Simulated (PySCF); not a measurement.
ECD: `C(Cl)[C@@H]1C[C@H]1Cl`, C4H6Cl2

Geometry:
| atom | x (Å) | y (Å) | z (Å) |
| --- | --- | --- | --- |
| Cl1 | 0.946 | -2.074 | 1.575 |
| C2 | 0.757 | -0.326 | 1.229 |
| C3 | -0.398 | -0.111 | 0.295 |
| C4 | -0.238 | -0.392 | -1.174 |
| C5 | -0.346 | 1.018 | -0.693 |
| Cl6 | -1.816 | 1.925 | -1.010 |
| H7 | 0.597 | 0.167 | 2.188 |
| H8 | 1.696 | 0.009 | 0.789 |
| H9 | -1.365 | -0.334 | 0.728 |
| H10 | -1.076 | -0.818 | -1.702 |
| H11 | 0.724 | -0.727 | -1.530 |
| H12 | 0.521 | 1.663 | -0.721 |

Level of theory: PySCF, TDDFT CAM-B3LYP/aug-cc-pVDZ circular dichroism and optical rotation, one conformer, gas phase. Geometry: GFN2-xTB.

The molecule is flexible and this is one conformer; a measurement averages over conformers.

**Question.** Assign R or S to each stereocentre.

**Answer.** C3 S, C5 R.

**Question.** Which excitations and rotatory strengths does the calculation give?

**Answer.** Rotatory strengths R in 10⁻⁴⁰ esu² cm², velocity form and length form (origin at the centre of mass); f in length form.
```
state  E (eV)  λ (nm)      f  R (velocity)  R (length)                                    main
    1    6.83     182  0.009          +3.9        +4.2        HOMO→LUMO+4 0.44, HOMO→LUMO 0.20
    2    7.19     172  0.006         +14.4       +14.3      HOMO→LUMO 0.28, HOMO−1→LUMO+4 0.19
    3    7.23     171  0.006         -11.4       -11.8      HOMO→LUMO 0.28, HOMO−1→LUMO+4 0.10
    4    7.32     169  0.020         -13.0       -13.1  HOMO−2→LUMO+4 0.19, HOMO−2→LUMO+2 0.09
    5    7.38     168  0.008         +16.7       +16.7  HOMO−3→LUMO+4 0.18, HOMO−1→LUMO+7 0.10
    6    7.54     164  0.021         +21.8       +21.7                        HOMO→LUMO+1 0.77
    7    7.62     163  0.019          +7.3        +7.3    HOMO−1→LUMO 0.53, HOMO−1→LUMO+4 0.10
    8    7.73     160  0.014         -20.3       -20.3      HOMO→LUMO+3 0.35, HOMO−3→LUMO 0.19
    9    7.77     160  0.010         +24.6       +24.5    HOMO−2→LUMO 0.34, HOMO−1→LUMO+3 0.12
   10    7.81     159  0.010         -16.1       -16.1                        HOMO→LUMO+2 0.56
   11    7.97     156  0.013          +2.8        +2.9  HOMO−1→LUMO+1 0.62, HOMO−1→LUMO+3 0.10
   12    8.15     152  0.023         -21.7       -21.4                      HOMO−1→LUMO+2 0.62
```

Among the states computed, the strongest CD band (largest |R|) is state 9. The largest dissymmetry factor in size, g = 4R/(D+G), with D and G the electric and magnetic dipole strengths, is +0.028 for state 9 (velocity form, f = 0.010), among bands with |R| over 0.5. The mirror image has the same energies and oscillator strengths and all R with the opposite sign.
